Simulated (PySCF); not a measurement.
Compound: Na2.
Cartesian coordinates in Å at the BHandHLYP/def2-TZVP level; atoms count from 1:
```xyz
2
Na2 angstrom
Na     1.5268   -0.0038   -0.0028
Na    -1.5257    0.0038   -0.0120
```

The calculation used BHandHLYP/def2-TZVP geometry optimisation, gas phase in PySCF 2.14.0.

Take the most abundant isotopes and a rigid rotor. 

(1) What are the moment of inertia and the rotational constant?

(2) List the first levels of a rigid rotor in a Σ state.

(3) Has it a pure rotational spectrum?

Results:

(1) I = 107.105 u·Å², B = 505379 MHz·u·Å²/I = 4719 MHz (0.1574 cm⁻¹, or 0.226 K as hB/k). For two atoms I = μr² with μ = 11.4949 u and r = 3.0525 Å.

(2) E(J) = BJ(J+1): J = 1: 0.315, J = 2: 0.944, J = 3: 1.889, J = 4: 3.148, J = 5: 4.722, J = 6: 6.611 cm⁻¹.

(3) Not by electric dipole: D∞h allows no dipole (computed 0.00 D). Rotational Raman lines (ΔJ = 2) lie at B(4J + 6), spaced by 4B = 0.630 cm⁻¹, with nuclear-spin weights that differ between even and odd J.

Whether it is a minimum is left open (no frequencies). These are rigid-rotor constants of the computed structure; measured ground-state constants (B0) also hold zero-point vibration.
